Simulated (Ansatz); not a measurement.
# CH₅N₃, SMILES N=C(N)N: a rigid scan of one bond length

Program: the Python package of Ansatz (0.2.0).

The cells in order, each with its output:

```python
import ansatz
import numpy as np

molecule = (
    ansatz.Crystal.molecule()
    .atom('N', (-0.6741, 1.2475, -0.2626))
    .atom('C', (-0.06, 0.2229, -0.0506))
    .atom('N', (1.2504, 0.2064, -0.1381))
    .atom('N', (-0.501, -0.9581, 0.2687))
    .atom('H', (-1.7198, 1.0919, -0.207))
    .atom('H', (1.6129, 1.0999, -0.5139))
    .atom('H', (1.656, -0.5698, -0.6697))
    .atom('H', (0.0519, -1.4648, 0.9131))
    .atom('H', (-1.5279, -0.9223, 0.6429))
)
```

```python
symbols = [site.symbol for site in molecule.cartesian_sites]
start = np.array([site.position_ang for site in molecule.cartesian_sites])
axis = (start[8] - start[3]) / np.linalg.norm(start[8] - start[3])
moving = [8]
lengths, energies = [0.962, 1.006, 1.05, 1.094, 1.137, 1.181, 1.225, 1.29], []
for length in lengths:
    xyz = start.copy()
    xyz[moving] += (length - np.linalg.norm(start[8] - start[3])) * axis
    point = ansatz.Crystal.molecule()
    for symbol, xyz in zip(symbols, xyz):
        point = point.atom(symbol, xyz.tolist())
    calc = (
        point.calculation()
        .basis(gaussian='cc-pVDZ')
        .functional('r2scan0')
    )
    summary = calc.run(threads=1).report
    energies.append(summary['free_energy_ev'])
    print(f'r = {length:6.3f} A  E = {energies[-1]:.5f} eV  <S^2> = {abs(summary["mean_field"]["state"]["spin_squared"]):.3f}')
```

    r =  0.962 A  E = -5584.27742 eV  <S^2> = 0.000
    r =  1.006 A  E = -5584.34029 eV  <S^2> = 0.000
    r =  1.050 A  E = -5584.30938 eV  <S^2> = 0.000
    r =  1.094 A  E = -5584.20781 eV  <S^2> = 0.000
    r =  1.137 A  E = -5584.05758 eV  <S^2> = 0.000
    r =  1.181 A  E = -5583.86546 eV  <S^2> = 0.000
    r =  1.225 A  E = -5583.64541 eV  <S^2> = 0.000
    r =  1.290 A  E = -5583.28686 eV  <S^2> = 0.000

```python
fit = np.polynomial.Polynomial.fit(lengths, np.array(energies) - min(energies), 4).convert()
roots = [r.real for r in fit.deriv().roots() if abs(r.imag) < 1e-9 and fit.deriv(2)(r.real) > 0]
r_e = min(roots, key=lambda r: abs(r - lengths[int(np.argmin(energies))]))
print(f'minimum of the fit at {r_e:.4f} A, force constant {fit.deriv(2)(r_e):.2f} eV/A^2')
```

    minimum of the fit at 1.0119 A, force constant 46.22 eV/A^2

Reading the output:
- Total energies depend on the basis set; only differences at equal settings carry meaning.
- The rest of the molecule is held rigid at a force-field or estimated start geometry, and the basis set is modest; single-reference methods fail as a bond breaks.
- The orbitals are restricted, so S² is zero by construction.
- Run time: 16 s on 1 thread of AMD EPYC 9R14 (Zen 4), on a shared host, peak memory 0.23 GiB.

(Lines on the test bed's own set-up are left out of the output.)
